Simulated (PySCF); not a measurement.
Gas-phase reaction: Li2 + 2 F + Al2F6 → 2 LiAlF4

Energies from PySCF, thermal terms from the rigid-rotor harmonic-oscillator model, ideal gas at 1 bar. Table values come from the NASA 1993 polynomials. After a fit of one offset per element over all species, the range-separated, M06-2X, PBE0/def2-QZVP and CCSD(T)/def2-TZVPP enthalpies, where run, lie to one side of the table for Li2 (-29 kJ/mol), Al2F6 (+36 kJ/mol): a fault of the table's entry, another state or a shared error of the levels is possible; this was not checked at source. S°(298 K) at PBE0/def2-TZVP differs from the NASA 1993 table for Al2F6 (+7 J/mol/K), LiAlF4 (+7 J/mol/K); whether the harmonic model or the table's entry is off was not settled. † marks an energy on the PBE0/def2-TZVP geometry and frequencies; other levels use their own. Open shells (unrestricted): F (multiplicity 2, electronic degeneracy 6); the rest are closed-shell singlets. Spin-orbit splitting is ignored; it lowers the true energy and changes the entropy of F. The harmonic model lacks anharmonicity and excited electronic states, which grow with temperature; levels with a mode under 35 cm⁻¹ are left out. Soft modes under 120 cm⁻¹ make the harmonic entropy rough for Al2F6, LiAlF4. The table's entry may be an old estimate for Li2, Al2F6, LiAlF4 (not checked at source).

```
level               ΔH°(298 K), kJ  minus table  ΔG°(600 K), kJ
------------------  --------------  -----------  --------------
table                      -1448.1            -         -1297.6
BLYP/def2-TZVP†            -1423.2         24.9         -1274.8
PBE/def2-TZVP†             -1422.2         25.9         -1273.8
PBE0/def2-SVP†             -1418.5         29.6         -1270.1
PBE0/def2-TZVP             -1384.6         63.5         -1236.2
LDA/def2-TZVP†             -1576.2       -128.1         -1427.8
ωB97X-V/def2-TZVP†         -1412.3         35.8         -1263.9
```
